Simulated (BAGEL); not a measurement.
# One shape, several levels: C4H5N (trans-Crotononitrile)

We compute a comparison of 4 runs (B3LYP/6-31G*, B3LYP/cc-pVDZ, PBE0/cc-pVDZ, RI-MP2/cc-pVDZ) of C4H5N (trans-Crotononitrile). 

The calculation is run with BAGEL 1.2.2.

## (1) The structure to begin with

C4H5N has 10 atoms, charge 0, and is taken as a singlet. SMILES: `C/C=C/C#N`. The shape is that of a PBE0-D4/def2-TZVP optimisation.

Bond lengths: C1–C2 1.483 Å, C2–C3 1.333 Å, C3–C4 1.421 Å, C4–N5 1.152 Å, C1–H6 1.094 Å, C1–H7 1.094 Å, C1–H8 1.091 Å, C2–H9 1.087 Å, C3–H10 1.086 Å. Some angles: C1–C2–C3 124.4°, C2–C3–C4 122.6°, C3–C4–N5 179.0°, C1–C2–H9 117.2°, C3–C2–H9 118.4°, C2–C1–H6 110.5°, C2–C1–H7 110.5°, C2–C1–H8 111.9°, C2–C3–H10 121.2°, C4–C3–H10 116.2°.

## (2) The energy at B3LYP/6-31G(d) (density fitting with cc-pvqz-jkfit, spherical functions) (run 1)

Input file input.json:

```json
{ "bagel": [

{
  "title": "molecule",
  "basis": "6-31gs.json",
  "df_basis": "cc-pvqz-jkfit",
  "angstrom": true,
  "geometry": [
    { "atom": "C", "xyz": [   -0.671820,   -1.304830,    0.459770 ] },
    { "atom": "C", "xyz": [   -0.394790,    0.111030,    0.117550 ] },
    { "atom": "C", "xyz": [    0.766730,    0.556490,   -0.362690 ] },
    { "atom": "C", "xyz": [    0.990080,    1.923780,   -0.677640 ] },
    { "atom": "N", "xyz": [    1.190610,    3.028220,   -0.938870 ] },
    { "atom": "H", "xyz": [   -0.953280,   -1.396560,    1.513360 ] },
    { "atom": "H", "xyz": [   -1.519710,   -1.680820,   -0.121100 ] },
    { "atom": "H", "xyz": [    0.190730,   -1.945580,    0.272300 ] },
    { "atom": "H", "xyz": [   -1.198750,    0.826070,    0.272020 ] },
    { "atom": "H", "xyz": [    1.600210,   -0.117820,   -0.534690 ] }
  ]
},
{ "title": "ks", "xc_func": "b3lyp" },
{ "title": "print", "file": "orbitals.molden", "orbitals": true }

]}
```

The basis set 6-31G* is read from a file made from the Basis Set Exchange's data (not shown).

Command:

```bash
$ BAGEL_NUM_THREADS=1 BAGEL input.json > input.out
```

Output:

```text
* using 1 threads per process

  ===============================================================
  ===============================================================

  *** Geometry ***

  { "atom" : "C", "xyz" : [     -1.269556,     -2.465771,      0.868839 ] },
  { "atom" : "C", "xyz" : [     -0.746045,      0.209816,      0.222137 ] },
  { "atom" : "C", "xyz" : [      1.448910,      1.051614,     -0.685385 ] },
[... 6 lines of this table left out ...]
  { "atom" : "H", "xyz" : [      3.023959,     -0.222648,     -1.010418 ] },

  Number of auxiliary basis functions:      785

  Since a DF basis is specified, we compute 2- and 3-index integrals:
    o Being stored without compression. Storage requirement is 0.040 GB

  Number of basis functions:       80
  Number of electrons      :       36

    * METHOD: MOLECULE                             1.23

  *** Kohn-Sham DFT ***

    * Removing 18766 points whose weight is below 1.00e-10
    * Grid points: 130294

  === Nuclear Repulsion ===
   139.0934830111

       - DIIS with orbital gradients will be used.

  === KS iteration (b3lyp / 6-31gs.json) ===
      0       -167.49352744          0.16343717           0.80
      1       -134.29469967          0.14932668           0.57
      2       -154.79669022          0.19684829           0.58
[... 17 lines of this table left out ...]
     20       -210.14822163          0.00000001           0.60
    * SCF iteration converged.

    * Permanent dipole moment:
           (    0.560905,     1.639187,    -0.479154) a.u.

    * METHOD: KS                                  14.34

    * METHOD: PRINT                                0.02

  ===============================================================
```

Wall time 16 s (1 thread of Intel Xeon Platinum 8259CL at 2.50GHz (Skylake/Cascade Lake), shared host); peak memory 0.49 GiB.

## (3) The energy at B3LYP/cc-pVDZ (density fitting with cc-pvqz-jkfit) (run 2)

Input file input.json:

```json
{ "bagel": [

{
  "title": "molecule",
  "basis": "cc-pvdz.json",
  "df_basis": "cc-pvqz-jkfit",
  "angstrom": true,
  "geometry": [
    { "atom": "C", "xyz": [      -0.671820,      -1.304830,       0.459770 ] },
    { "atom": "C", "xyz": [      -0.394790,       0.111030,       0.117550 ] },
    { "atom": "C", "xyz": [       0.766730,       0.556490,      -0.362690 ] },
    { "atom": "C", "xyz": [       0.990080,       1.923780,      -0.677640 ] },
    { "atom": "N", "xyz": [       1.190610,       3.028220,      -0.938870 ] },
    { "atom": "H", "xyz": [      -0.953280,      -1.396560,       1.513360 ] },
    { "atom": "H", "xyz": [      -1.519710,      -1.680820,      -0.121100 ] },
    { "atom": "H", "xyz": [       0.190730,      -1.945580,       0.272300 ] },
    { "atom": "H", "xyz": [      -1.198750,       0.826070,       0.272020 ] },
    { "atom": "H", "xyz": [       1.600210,      -0.117820,      -0.534690 ] }
  ]
},

{ "title": "ks", "xc_func": "b3lyp" },

{ "title": "print", "file": "orbitals.molden", "orbitals": true }

]}
```

The basis set cc-pVDZ is read from a file made from the Basis Set Exchange's data (not shown).

Command:

```bash
$ BAGEL_NUM_THREADS=1 BAGEL input.json > input.out
```

Output:

```text
* using 1 threads per process

  ===============================================================
  ===============================================================

  *** Geometry ***

  { "atom" : "C", "xyz" : [     -1.269556,     -2.465771,      0.868839 ] },
  { "atom" : "C", "xyz" : [     -0.746045,      0.209816,      0.222137 ] },
  { "atom" : "C", "xyz" : [      1.448910,      1.051614,     -0.685385 ] },
[... 6 lines of this table left out ...]
  { "atom" : "H", "xyz" : [      3.023959,     -0.222648,     -1.010418 ] },

  Number of auxiliary basis functions:      785

  Since a DF basis is specified, we compute 2- and 3-index integrals:
    o Being stored without compression. Storage requirement is 0.057 GB

  Number of basis functions:       95
  Number of electrons      :       36

    * METHOD: MOLECULE                             1.31

  *** Kohn-Sham DFT ***

    * Removing 18766 points whose weight is below 1.00e-10
    * Grid points: 130294

  === Nuclear Repulsion ===
   139.0934830111

       - DIIS with orbital gradients will be used.

  === KS iteration (b3lyp / cc-pvdz.json) ===
      0       -167.73151172          0.11521340           0.73
      1       -133.50999318          0.13238801           0.73
      2       -155.68700384          0.14592716           0.66
[... 17 lines of this table left out ...]
     20       -210.16369532          0.00000000           0.65
    * SCF iteration converged.

    * Permanent dipole moment:
           (    0.553524,     1.599531,    -0.469720) a.u.

    * METHOD: KS                                  15.62

    * METHOD: PRINT                                0.02

  ===============================================================
```

Run time: 17 s. Hardware: 1 thread of Intel Xeon Platinum 8259CL at 2.50GHz (Skylake/Cascade Lake), shared host; peak memory 0.57 GiB.

## (4) The energy at PBE0/cc-pVDZ (density fitting with cc-pvqz-jkfit) (run 3)

Input file dft.json:

```json
{ "bagel" : [

{
  "title" : "molecule",
  "basis" : "cc-pvdz.json",
  "df_basis" : "cc-pvqz-jkfit",
  "angstrom" : true,
  "geometry" : [
    { "atom" : "C", "xyz" : [      -0.671820,      -1.304830,       0.459770 ] },
    { "atom" : "C", "xyz" : [      -0.394790,       0.111030,       0.117550 ] },
    { "atom" : "C", "xyz" : [       0.766730,       0.556490,      -0.362690 ] },
    { "atom" : "C", "xyz" : [       0.990080,       1.923780,      -0.677640 ] },
    { "atom" : "N", "xyz" : [       1.190610,       3.028220,      -0.938870 ] },
    { "atom" : "H", "xyz" : [      -0.953280,      -1.396560,       1.513360 ] },
    { "atom" : "H", "xyz" : [      -1.519710,      -1.680820,      -0.121100 ] },
    { "atom" : "H", "xyz" : [       0.190730,      -1.945580,       0.272300 ] },
    { "atom" : "H", "xyz" : [      -1.198750,       0.826070,       0.272020 ] },
    { "atom" : "H", "xyz" : [       1.600210,      -0.117820,      -0.534690 ] }
  ]
},

{
  "title" : "ks",
  "xc_func" : "pbe0"
},

{
  "title" : "print",
  "file" : "orbitals.molden",
  "orbitals" : true
}

]}
```

The basis set cc-pVDZ is read from a file made from the Basis Set Exchange's data (not shown).

Command:

```bash
$ BAGEL_NUM_THREADS=1 BAGEL dft.json > dft.out
```

Output:

```text
* using 1 threads per process

  ===============================================================
  ===============================================================

  *** Geometry ***

  { "atom" : "C", "xyz" : [     -1.269556,     -2.465771,      0.868839 ] },
  { "atom" : "C", "xyz" : [     -0.746045,      0.209816,      0.222137 ] },
  { "atom" : "C", "xyz" : [      1.448910,      1.051614,     -0.685385 ] },
[... 6 lines of this table left out ...]
  { "atom" : "H", "xyz" : [      3.023959,     -0.222648,     -1.010418 ] },

  Number of auxiliary basis functions:      785

  Since a DF basis is specified, we compute 2- and 3-index integrals:
    o Being stored without compression. Storage requirement is 0.057 GB

  Number of basis functions:       95
  Number of electrons      :       36

    * METHOD: MOLECULE                             0.98

  *** Kohn-Sham DFT ***

    * Removing 18766 points whose weight is below 1.00e-10
    * Grid points: 130294

  === Nuclear Repulsion ===
   139.0934830111

       - DIIS with orbital gradients will be used.

  === KS iteration (pbe0 / cc-pvdz.json) ===
      0       -167.47483345          0.11470451           0.73
      1       -133.77879964          0.13229498           0.71
      2       -154.16107276          0.13576953           0.65
[... 18 lines of this table left out ...]
     21       -209.90810457          0.00000001           0.65
    * SCF iteration converged.

    * Permanent dipole moment:
           (    0.566495,     1.627683,    -0.479108) a.u.

    * METHOD: KS                                  16.36

    * METHOD: PRINT                                0.02

  ===============================================================
```

Wall time 18 s (1 thread of Intel Xeon Platinum 8259CL at 2.50GHz (Skylake/Cascade Lake), shared host); peak memory 0.57 GiB.

## (5) The energy at RI-MP2/cc-pVDZ (density fitting with cc-pvqz-jkfit) (run 4)

Input file mp2.json:

```json
{ "bagel" : [

{
  "title" : "molecule",
  "basis" : "cc-pvdz.json",
  "df_basis" : "cc-pvqz-jkfit",
  "angstrom" : true,
  "geometry" : [
    { "atom" : "C", "xyz" : [   -0.671820,   -1.304830,    0.459770 ] },
    { "atom" : "C", "xyz" : [   -0.394790,    0.111030,    0.117550 ] },
    { "atom" : "C", "xyz" : [    0.766730,    0.556490,   -0.362690 ] },
    { "atom" : "C", "xyz" : [    0.990080,    1.923780,   -0.677640 ] },
    { "atom" : "N", "xyz" : [    1.190610,    3.028220,   -0.938870 ] },
    { "atom" : "H", "xyz" : [   -0.953280,   -1.396560,    1.513360 ] },
    { "atom" : "H", "xyz" : [   -1.519710,   -1.680820,   -0.121100 ] },
    { "atom" : "H", "xyz" : [    0.190730,   -1.945580,    0.272300 ] },
    { "atom" : "H", "xyz" : [   -1.198750,    0.826070,    0.272020 ] },
    { "atom" : "H", "xyz" : [    1.600210,   -0.117820,   -0.534690 ] }
  ]
},
{ "title" : "hf" },
{ "title" : "mp2", "ncore" : 5 }

]}
```

The basis set cc-pVDZ is read from a file made from the Basis Set Exchange's data (not shown).

Command:

```bash
$ BAGEL_NUM_THREADS=1 BAGEL mp2.json > mp2.out
```

Output:

```text
* using 1 threads per process

  ===============================================================
  ===============================================================

  *** Geometry ***

  { "atom" : "C", "xyz" : [     -1.269556,     -2.465771,      0.868839 ] },
  { "atom" : "C", "xyz" : [     -0.746045,      0.209816,      0.222137 ] },
  { "atom" : "C", "xyz" : [      1.448910,      1.051614,     -0.685385 ] },
[... 6 lines of this table left out ...]
  { "atom" : "H", "xyz" : [      3.023959,     -0.222648,     -1.010418 ] },

[... 23 lines left out ...]
    * SCF iteration converged.
[... 1 line left out ...]
    * Permanent dipole moment:
[... 2 lines left out ...]
    * METHOD: HF                                   2.72

  *** RHF ***

  === Nuclear Repulsion ===
   139.0934830111

      * DIIS with orbital gradients will be used.

  === RHF iteration (cc-pvdz.json) ===
      0       -208.82625644          0.00000000           0.15
    * SCF iteration converged.

    * Permanent dipole moment:
           (    0.627554,     1.744476,    -0.520551) a.u.

  === DF-MP2 calculation ===

    * freezing 5 orbitals
    * 3-index integral transformation done
    * assembly done

      MP2 correlation energy:   -0.6807328260      0.12

      MP2 total energy:       -209.5069892693

    * METHOD: MP2                                  0.46

  ===============================================================
```

It took 5.1 s on 1 thread of Intel Xeon Platinum 8259CL at 2.50GHz (Skylake/Cascade Lake), shared host; peak memory 0.19 GiB.

## (6) All runs side by side

| run | level | frozen core orbitals | energy (Eh) | dipole moment (D) | HOMO energy (eV) | LUMO energy (eV) | wall time |
| --- | --- | --- | --- | --- | --- | --- | --- |
| 1 | B3LYP/6-31G* (density fitting with cc-pvqz-jkfit, spherical functions) | – | -210.148222 | 4.57 | -7.43 | -1.14 | 16 s |
| 2 | B3LYP/cc-pVDZ (density fitting with cc-pvqz-jkfit) | – | -210.163695 | 4.46 | -7.53 | -1.27 | 17 s |
| 3 | PBE0/cc-pVDZ (density fitting with cc-pvqz-jkfit) | – | -209.908105 | 4.55 | -7.80 | -1.10 | 18 s |
| 4 | RI-MP2/cc-pVDZ (density fitting with cc-pvqz-jkfit) | 5 | -209.506989 | – | – | – | 5.1 s |

## (7) Outcome

| quantity | value |
| --- | --- |
| run 4: total energy | -209.50699 Eh |
| run 4: correlation energy (5 core orbitals frozen) | -680.7 mEh |

**Reading.** Over runs 1, 2, 3 the dipole moment (its size) runs from 4.46 D (B3LYP/cc-pVDZ) to 4.57 D (B3LYP/6-31G*). Over runs 1, 2, 3 the HOMO–LUMO gap runs from 6.26 eV (B3LYP/cc-pVDZ) to 6.69 eV (PBE0/cc-pVDZ). Totals of different functionals can't be ranked against each other. All runs together took 56 s, the longest 18 s.
